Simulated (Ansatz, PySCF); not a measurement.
C2H7N, SMILES CCN.

Coordinates come from a B3LYP-D3(BJ)/def2-TZVP optimisation. The values are those of a single conformer.

Vertical ionisation energy (IE) and electron affinity (EA) in eV. Rows of orbital energies are one-electron estimates. Where ΔSCF, EOM or ADC give a negative EA the extra electron is unbound and the value depends on the basis.

```json
[
 {"level": "−ε(HOMO), −ε(LUMO), r2SCAN/def2-TZVPD (PySCF)", "IE": "5.66", "EA": "-0.53"},
 {"level": "−ε(HOMO), −ε(LUMO), PBE/def2-TZVPD (PySCF)", "IE": "5.38", "EA": "0.26"},
 {"level": "ΔSCF, PBE0/def2-SVPD (Ansatz), final states of multiplicity 2 and 2", "IE": "9.37", "EA": "-2.05"},
 {"level": "ΔSCF, PBE/def2-SVPD (Ansatz), final states of multiplicity 2 and 2", "IE": "9.27", "EA": "-1.87"}
]
```

Task: What vertical singlet–triplet gap does ΔSCF give with PBE0/def2-SVPD (Ansatz, a first-principles code) and with PBE/def2-SVPD (Ansatz)? (An estimate is asked for; the answer gives what the named calculation found.)

Result: 6.05 and 5.86 eV (triplet above singlet where positive).
